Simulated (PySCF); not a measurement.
## Bonding in (CH3)2PPF2

Compound: (CH3)2PPF2, C2H6F2P2.
SMILES with atom numbers: `[CH3:1][P:2]([CH3:3])[P:4]([F:5])[F:6]` (hydrogens: H7, H8, H9 on C1; H10, H11, H12 on C3)

Geometry (PBE0-D3(BJ)/def2-TZVP, Å), atoms numbered from 1 in this order:
```xyz
12
C2H6F2P2 angstrom
C     -0.6482   -1.3406   -0.5966
P     -0.1170   -0.2731    0.8142
C      1.5821    0.1846    0.2488
P     -1.0643    1.5677    0.0242
F     -2.5711    1.2387    0.4285
F     -0.6932    2.5418    1.2310
H     -0.0728   -2.2682   -0.5584
H     -0.4974   -0.8784   -1.5760
H     -1.7023   -1.5968   -0.4788
H      2.0034    0.9270    0.9287
H      1.6089    0.5756   -0.7720
H      2.2112   -0.7066    0.2958
```

Bond orders from the PBE0/pcSseg-2 density (PySCF). The structure is a single PBE0-D3(BJ)/def2-TZVP conformer in the gas phase; no vibrational or solvent corrections.

(1) Where do the orders between heavy atoms depart from those drawn in the SMILES?

(2) Set the Mayer orders of the bonds between heavy atoms beside their lengths.

(3) And the bonds to hydrogen?

(4) Sum the orders of all bonds at each heavy atom with more than one neighbour and set the sums beside the valence in the SMILES.

Answers

(1) The largest departure is 0.119, at P4–F5 (drawn single, 0.881) and P4–F6 (drawn single, 0.881).

(2) 
```tsv
bond	drawn as	length (Å)	Mayer order
C1–P2	single	1.847	0.902
P2–C3	single	1.848	0.904
P2–P4	single	2.216	0.989
P4–F5	single	1.594	0.881
P4–F6	single	1.595	0.881
```

(3) C–H: 0.98 (6 bonds).

(4) C1 3.848 (drawn 4), P2 2.795 (drawn 3), C3 3.850 (drawn 4), P4 2.751 (drawn 3). Orders between atoms that aren't bonded are not in these sums.

Mayer orders depend on the basis set.

The run behind these numbers computed NMR shieldings as well. On 2 threads of an Intel Xeon at 2.50 GHz, no GPU (shared host), this took 1.9 min wall, 3.7 min CPU (grids of density and orbitals included) and 2.0 GiB of memory at its peak.
